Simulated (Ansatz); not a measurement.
# AlClH4N+ (SMILES [NH3+][AlH][Cl]): functionals against CCSD(T) at one geometry

An exercise on one series of results from a longer session: the logs are not shown, and one member is left open.

Program: Ansatz 0.2.0, Gaussian basis. Level of theory: single points in def2-TZVPP. These are calculated values, not measurements.

Cores are frozen in the correlated methods.

### The starting structure

SMILES `[NH3+][AlH][Cl]`, 7 atoms, charge 1, spin multiplicity 1.

Atoms are counted from 1 here; the program's logs count them from 0.

Bond lengths: N1–Al2 2.116 Å, N1–H4 0.877 Å, N1–H5 1.021 Å, N1–H6 1.194 Å, Al2–Cl3 1.760 Å, Al2–H7 1.417 Å. Angles: Al2–N1–H4 124.9°, Al2–N1–H5 107.5°, Al2–N1–H6 103.4°, H4–N1–H5 105.4°, H4–N1–H6 122.8°, H5–N1–H6 84.3°, N1–Al2–Cl3 114.8°, N1–Al2–H7 94.1°, Cl3–Al2–H7 149.7°.

As a file:

```xyz
7
charge 1, multiplicity 1
N    -0.7737    0.2675   -0.3201
Al    1.0697   -0.4433    0.4365
Cl    0.9326   -1.7649    1.5903
H    -1.2985   -0.1784   -0.8634
H    -0.5911    1.1567   -0.7880
H    -1.1899    0.9533    0.5639
H     1.8500    0.3043   -0.4795
```

Set-up of the first run:

File run/in.yaml:

```yaml
crystal:
  periodic: [false, false, false]
  atoms:
    - {symbol: N, position_ang: [-0.773700, 0.267500, -0.320100]}
    - {symbol: Al, position_ang: [1.069700, -0.443300, 0.436500]}
    - {symbol: Cl, position_ang: [0.932600, -1.764900, 1.590300]}
    - {symbol: H, position_ang: [-1.298500, -0.178400, -0.863400]}
    - {symbol: H, position_ang: [-0.591100, 1.156700, -0.788000]}
    - {symbol: H, position_ang: [-1.189900, 0.953300, 0.563900]}
    - {symbol: H, position_ang: [1.850000, 0.304300, -0.479500]}
basis:
  gaussian: {orbitals: def2-TZVPP}
total_charge: 1
correlation: {method: ccsd_t}
output: {forces: true}
```

The command line of these runs was not kept.

Among the steps run: CCSD(T)/def2-TZVPP; PBE0-D4/def2-TZVPP; wB97M-V/def2-TZVPP; r2SCAN-D4/def2-TZVPP; PBE-D4/def2-TZVPP; BLYP-D4/def2-TZVPP; r2SCANh-D4/def2-TZVPP.

One of the session's tables, all rows but one given; the rest of the session is left out.

| method | RMS force component (eV/Å) | angle to CCSD(T) forces (°) |
| --- | --- | --- |
| CCSD(T) | 5.089 | reference |
| PBE0-D4 | 5.024 | 1.5 |
| wB97M-V | 5.017 | 1.1 |
| r2SCAN-D4 | 5.024 | 0.9 |
| PBE-D4 | 5.030 | 1.8 |
| BLYP-D4 | ? | ? |
| r2SCANh-D4 | 5.022 | 1.2 |

**Question.** Estimate the row for BLYP-D4.

**Answer.** RMS force component (eV/Å): 5.020; angle to CCSD(T) forces (°): 1.5. In the column «RMS force component (eV/Å)» it lies between wB97M-V (5.017) and r2SCANh-D4 (5.022).
